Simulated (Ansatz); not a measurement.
Species: formamide, CH$_{3}$NO, net charge 0, singlet state. SMILES: NC=O
Structure (B3LYP-D3(BJ)/def2-TZVP (Ansatz, a program for electronic structure) minimum search):
```xyz
6

N     -1.0698     0.1943     0.1075
C      0.2724     0.3136    -0.0479
O      1.0507    -0.6113    -0.0819
H     -1.4767    -0.7220     0.2042
H     -1.6667     1.0020     0.1281
H      0.5920     1.3678    -0.1427
```

Quantity: vertical triplet-singlet gap, E(triplet) - E(singlet), in eV. Set-up: 6-311+G** with 5d; spin-orbit terms left out; UHF or UKS for open shells; no dispersion term unless named; 6-31G* and kin with 6d, 5d where marked; non-relativistic; each state is the SCF solution reached for its charge and spin. First-principles rows: single points at B3LYP-D3(BJ) geometries (Ansatz). Levels can end on unlike triplets.

```json
[
 {"level": "B3LYP/STO-3G", "program": "Ansatz", "vertical triplet-singlet gap, E(triplet) - E(singlet) (eV)": "4.85"},
 {"level": "B3LYP/3-21G", "program": "Ansatz", "vertical triplet-singlet gap, E(triplet) - E(singlet) (eV)": "5.34"},
 {"level": "B3LYP/6-31G*", "program": "Ansatz", "vertical triplet-singlet gap, E(triplet) - E(singlet) (eV)": "5.37"},
 {"level": "B3LYP/6-311+G**", "program": "Ansatz", "vertical triplet-singlet gap, E(triplet) - E(singlet) (eV)": "5.19"},
 {"level": "B3LYP/def2-TZVPD", "program": "Ansatz", "vertical triplet-singlet gap, E(triplet) - E(singlet) (eV)": "5.14"}
]
```

No value to compare with is used here. The 4 habitual levels span 4.85 (B3LYP/STO-3G) to 5.37 eV (B3LYP/6-31G*); B3LYP/def2-TZVPD gives 5.14.

The sets are all those run for this method; runs whose electronic state is in doubt are left out.
